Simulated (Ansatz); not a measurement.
Basis sets over 12 cases of the atomisation energy at PBE with Ansatz (Al to Cl present), each against its own reference: (a) the value in aug-cc-pV5Z; (b) the value in aug-pcseg-3; (c) the value in pcseg-4. By their distance from other large sets or by the extrapolation step the references are unsure by up to roughly 0.41 kcal/mol. B3LYP-D3(BJ)/def2-TZVP geometries; electronic energies; unrestricted open shells; no added dispersion term; no relativity. (X+d) sets on Al to Cl for cc-pVXZ and aug-cc-pVXZ. 

Cases are drawn at random; left out are references unsure by over 1.3 kcal/mol, doubtful singlets, and cases whose largest runs show a restricted determinant unstable towards unrestricted orbitals, <S^2> over 0.1 too high or, where CCSD(T) ran, T1 over 0.025 (0.045 for open shells). Sets are drawn from those converged to one state in every case.

Cases (SMILES) and reference values:
- Cl[Si] (Si-Cl) → Cl atom + Si atom: 106.21 kcal/mol (a)
- [Al]([F])[F] → Al atom + 2 F atom: 274.47 kcal/mol (a)
- P (PH3) → 3 H atom + P atom: 239.32 kcal/mol (c)
- [S+]#[C-] (C-S) → C atom + S atom: 179.68 kcal/mol (a)
- FS(=O)F → 2 F atom + O atom + S atom: 336.20 kcal/mol (c)
- [P]=O (O-P) → O atom + P atom: 154.27 kcal/mol (a)
- [SiH3][CH2] (CH2-SiH3) → C atom + 5 H atom + Si atom: 516.70 kcal/mol (b)
- [SiH]=O (O-SiH) → H atom + O atom + Si atom: 224.69 kcal/mol (c)
- ClO (OH-Cl) → Cl atom + H atom + O atom: 175.78 kcal/mol (c)
- ClB(Cl)Cl → B atom + 3 Cl atom: 335.54 kcal/mol (c)
- [SiH4] (SiH4) → 4 H atom + Si atom: 313.59 kcal/mol (c)
- [SiH3] (SiH3) → 3 H atom + Si atom: 222.53 kcal/mol (c)

| basis | functions over def2-SVP (largest species, mean of cases) | mean signed deviation (kcal/mol) | mean absolute | largest | within 4 kcal/mol |
|---|---|---|---|---|---|
| STO-3G | 0.4 | 38.84 | 63.08 | 163.43 | 0 of 12 |
| 3-21G | 0.6 | -30.64 | 30.64 | 116.05 | 0 of 12 |
| 6-31G | 0.6 | -40.05 | 40.05 | 149.88 | 0 of 12 |
| def2-SVP | 1.0 | -4.46 | 5.86 | 25.26 | 6 of 12 |
| aug-cc-pVDZ | 1.7 | -5.34 | 5.34 | 16.81 | 7 of 12 |
| pcseg-2 | 2.1 | -1.64 | 1.64 | 6.74 | 11 of 12 |
| 6-311++G(3df,3pd) | 2.8 | -0.46 | 1.01 | 3.71 | 12 of 12 |
| def2-TZVPPD | 2.9 | -0.50 | 0.77 | 3.17 | 12 of 12 |
| def2-QZVPP | 4.3 | -0.32 | 0.32 | 1.29 | 12 of 12 |
| aug-cc-pVQZ | 5.9 | 0.05 | 0.23 | 0.83 | 12 of 12 |

Among the sets for which every case ran a larger relative (same family, alike in diffuse functions, listed or not), the smallest listed that holds all cases within 4 kcal/mol together with them is def2-TZVPPD, at 2.9 times the functions of def2-SVP. Inside, though some case ran no larger relative to test it: 6-311++G(3df,3pd), def2-QZVPP, aug-cc-pVQZ. Largest deviations of relatives not listed, over the cases that ran them: def2-QZVPPD 1.37, aug-cc-pV5Z 0.00 kcal/mol. A case lies within its reference's uncertainty of the window's edge in aug-cc-pVDZ, 6-311++G(3df,3pd). These figures hold for the cases listed.

Ansatz is a first-principles code.
